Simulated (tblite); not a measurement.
C₄H₆NO (doublet state).
Structure used (GFN2-xTB), in Å, numbered top down from 1:
```xyz
12
C4H6NO angstrom
O      1.7252   -0.9804    1.4592
C      1.9896   -0.4684    0.3978
N      1.0724   -0.0625   -0.5335
C     -0.2674   -0.2873   -0.4525
C     -1.2185   -0.1707    0.6519
C     -1.4258    0.5918   -0.6519
H      3.0211   -0.2673    0.0590
H      1.4160    0.3508   -1.3923
H     -0.9210    0.3656    1.5444
H     -1.8802   -0.9997    0.8568
H     -2.2250    0.2602   -1.3001
H     -1.2850    1.6673   -0.6647
```

Level: GFN2-xTB in tblite, geometry and Hessian alike; calculated harmonic values, unscaled, isolated species. Against measured fundamentals such values can be off by several per cent, at times by over 20. One conformer, not necessarily the lowest. Open shells enter through the occupations alone, without spin polarisation, and single modes of such species can be off by tens of per cent.

Harmonic wavenumbers (cm⁻¹): 87.4, 151.4, 205.5, 363.4, 371.7, 597.3, 716.7, 773.9, 814.6, 863.7, 887.3, 993.5, 1034.2, 1053.3, 1069.8, 1091.4, 1110.5, 1157.4, 1346.9, 1367.1, 1422.2, 1432.6, 1550.9, 1725.1, 2787.1, 3014.2, 3040.2, 3064.9, 3074.5, 3374.9.

A = 9167, B = 2563, C = 2092 MHz; mass 84.045 u (most abundant isotopes); point group C1, symmetry number 1; spin multiplicity 2.

Q: Zero-point energy?

A: Half the sum of the wavenumbers: 20272 cm⁻¹ = 57.96 kcal/mol.

Q: Entropy at 500 K, 1 bar (ideal gas, RRHO, classical rotation)?

A: Translation 41.79, rotation 27.82, vibration 23.74, spin (R ln 2) 1.38: S = 94.7 cal/(mol K).

Q: And Cp and H(500 K) − H(0)?

A: Cp = 35.45 cal/(mol K), of which vibrations give 27.50 (their classical limit is 30 R = 59.6); H(500 K) − H(0) = 10.54 kcal/mol without the zero-point energy, 6.56 from vibrations.

Q: What must be added to the electronic energy to get the Gibbs energy at 500 K and 1 bar?

A: ZPE + [H(500 K) − H(0)] − T·S = 57.96 + 10.54 − 47.37 = 21.13 kcal/mol.

Q: How do the functions run with temperature in this model?

A: 
```tsv
T (K)	S (cal/(mol K))	Cp (cal/(mol K))	H − H(0) (kcal/mol)	G − H(0) (kcal/mol)	ln q(vib)
100	61.2	12.7	0.99	-5.13	0.52
200	71.5	17.6	2.50	-11.79	1.61
300	79.7	23.7	4.56	-19.36	2.79
800	114.0	46.5	22.99	-68.25	9.32
1000	125.0	51.2	32.78	-92.17	11.88
```

q(vib) and H(0) count from the zero-point level.

Q: Blend soft modes into free rotors: weight 1/[1 + (100 cm⁻¹/ν̃)⁴] for the oscillator and the rest for a rotor with moment μB/(μ + B), μ = h/(8π²ν), B = 10⁻⁴⁴ kg m². What vibrational entropy results?

A: 22.83 cal/(mol K) in place of 23.74, which changes −T·S at 500 K by +0.45 kcal/mol.

Q: Which modes carry the vibrational entropy at 500 K?

A: 87.4 cm⁻¹: 4.74; 151.4 cm⁻¹: 3.65; 205.5 cm⁻¹: 3.06; 363.4 cm⁻¹: 1.99; 371.7 cm⁻¹: 1.95; 597.3 cm⁻¹: 1.14 cal/(mol K); the other 24 give 7.22 together.

Hindered rotation and anharmonicity are outside this model. Other conformers, if any are populated, would add a mixing term that is left out. The structure is chiral; the term R ln 2 for an equal mix with its mirror image is left out.
